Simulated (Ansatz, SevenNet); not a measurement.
For hcp Tl, the machine-learned potential SevenNet-l3i5 (trained on PBE and PBE+U data) gives:

```
Item                              Result
------------------------------  --------
lattice parameter a              3.541 Å
c axis length                    5.755 Å
elastic constant C11            27.3 GPa
elastic constant C44            0.73 GPa
Voigt–Reuss–Hill shear modulus  0.95 GPa
```

Q: What does r²SCAN (Ansatz, an electronic-structure program, PAW) give for the same quantities?

A: 
- lattice constant a: 3.534 Å (decreases by 0.2 %)
- lattice parameter c: 5.570 Å (falls by 3.2 %)
- elastic constant C11: 33.4 GPa (grows by 22 %)
- elastic constant C44: 7.18 GPa (grows by 880 %)
- Voigt–Reuss–Hill shear modulus: 4.10 GPa (increases by 330 %)

For comparison: lattice constant a 3.457 Å (measured, 293 K, no zero-point or thermal correction; as tabulated in Wikipedia's data pages); lattice parameter c 5.525 Å (measured, 293 K, not corrected to a static lattice; as tabulated in Wikipedia's data pages); elastic constant C11 40.8 GPa (measured, 300 K, no zero-point or thermal correction; as tabulated in Elastic Constants of Thallium Single Crystals in the Temperature Range 4.2-300 …); elastic constant C44 7.26 GPa (measured, 300 K, not corrected to a static lattice; as tabulated in Elastic Constants of Thallium Single Crystals in the Temperature Range 4.2-300 …).

Changes are worked out from the printed values.

Unless a cell is named, each level is at its own relaxed cell (SevenNet-l3i5 31.25, r²SCAN 30.13 Å³/atom).

Levels without +SOC leave out spin–orbit coupling, which shifts energies and cells of such heavy elements.

Ansatz's density-functional and Hartree–Fock values are scalar-relativistic unless marked +SOC, with PAW data made under PBE.
